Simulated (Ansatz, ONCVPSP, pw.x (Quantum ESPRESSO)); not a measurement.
pw.x on diamond Ti: one setting changed

Potential: optimised norm-conserving Vanderbilt (ONCV), ONCVPSP 4.0.1.1 (patched build), PBEsol; core [Ne], reference 3s2 3p6 3d2 4s2; waves: 3s+4s: rc 1.50 bohr, ncon 3, nbas 7, qcut 7.9 1/bohr, 4 projectors, debl 1.4 Ha; 3p: rc 1.55 bohr, ncon 3, nbas 7, qcut 7.2 1/bohr, 1 projector; 3d: rc 1.50 bohr, ncon 4, nbas 8, qcut 11.8 1/bohr, local; local part: the d channel; core correction: none.

The reference run (k-mesh 8³, cutoffs 120/480 Ry, Fermi–Dirac 0.01 Ry, mixing_beta 0.4, conv_thr 1e-9, no spin) gives 0.36 GPa at 21.349 Å³/atom, where all-electron LAPW gives -0.01 GPa. This run, with its own iteration cap, changes degauss to 0.02.

```
&control
  calculation='scf', prefix='x', pseudo_dir='./', outdir='./tmp', tstress=.true., disk_io='none'
/
&system
  ibrav=0, nat=2, ntyp=1, ecutwfc=120, ecutrho=480, nbnd=21,
  occupations='smearing', smearing='fd', degauss=0.02
/
&electrons
  conv_thr=1e-09, mixing_beta=0.4, electron_maxstep=50
/
ATOMIC_SPECIES
Ti 1.0 Ti.UPF
CELL_PARAMETERS angstrom
  0.00000000 2.77412385 2.77412385
  2.77412385 0.00000000 2.77412385
  2.77412385 2.77412385 0.00000000
ATOMIC_POSITIONS crystal
Ti 0.0000 0.0000 0.0000
Ti 0.2500 0.2500 0.2500
K_POINTS automatic
8 8 8 0 0 0
```

```bash
pw.x < Ti.scf.in > Ti.scf.out
```

Task: How does the run end?

Result: It converges in 10 iterations; the free energy moves by -233.4 meV/atom and the pressure by +1.83 GPa. In a metal, with Fermi–Dirac smearing, F lies below its zero-width value by a term in the square of the width.

```
Message from routine setup:
     using ibrav=0 with symmetry is DISCOURAGED, use correct ibrav instead
     lattice parameter (alat)  =       7.4138  a.u.
     unit-cell volume          =     288.1404 (a.u.)^3
     number of electrons       =        24.00
     number of Kohn-Sham states=           21
     kinetic-energy cutoff     =     120.0000  Ry
     charge density cutoff     =     480.0000  Ry
     scf convergence threshold =      1.0E-09
     Exchange-correlation= PBESOL
     number of k points=    29  Fermi-Dirac smearing, width (Ry)=  0.0200
     iteration #  1     ecut=   120.00 Ry     beta= 0.40
     total energy              =    -232.97654798 Ry
     estimated scf accuracy    <       0.03168373 Ry
     iteration #  2     ecut=   120.00 Ry     beta= 0.40
     total energy              =    -232.98204759 Ry
     estimated scf accuracy    <       0.00317713 Ry
     iteration #  3     ecut=   120.00 Ry     beta= 0.40
     total energy              =    -232.98195222 Ry
     estimated scf accuracy    <       0.00072368 Ry
     iteration #  4     ecut=   120.00 Ry     beta= 0.40
     total energy              =    -232.98204661 Ry
     estimated scf accuracy    <       0.00007595 Ry
     iteration #  5     ecut=   120.00 Ry     beta= 0.40
     total energy              =    -232.98206230 Ry
     estimated scf accuracy    <       0.00000219 Ry
     iteration #  6     ecut=   120.00 Ry     beta= 0.40
     total energy              =    -232.98206197 Ry
     estimated scf accuracy    <       0.00000210 Ry
     iteration #  7     ecut=   120.00 Ry     beta= 0.40
     total energy              =    -232.98206226 Ry
     estimated scf accuracy    <       0.00000004 Ry
     iteration #  8     ecut=   120.00 Ry     beta= 0.40
     total energy              =    -232.98206226 Ry
     estimated scf accuracy    <          4.1E-09 Ry
     iteration #  9     ecut=   120.00 Ry     beta= 0.40
     total energy              =    -232.98206227 Ry
     estimated scf accuracy    <          1.7E-09 Ry
     iteration # 10     ecut=   120.00 Ry     beta= 0.40
     the Fermi energy is     9.9684 ev
!    total energy              =    -232.98206227 Ry
     estimated scf accuracy    <          1.9E-10 Ry
     smearing contrib. (-TS)   =      -0.08580333 Ry
     The total energy is F=E-TS. E is the sum of the following terms:
     one-electron contribution =    -121.58780759 Ry
     hartree contribution      =      65.57668033 Ry
     xc contribution           =     -28.91690375 Ry
     ewald contribution        =    -147.96822792 Ry
     convergence has been achieved in  10 iterations
          total   stress  (Ry/bohr**3)                   (kbar)     P=       21.84
     Message from routine punch:
     Nothing written, as per user request (disk_io='none')
```

The run took about 80 s on one core of a shared host (Neoverse-V1, 32 threads, 247 GiB, load 14).
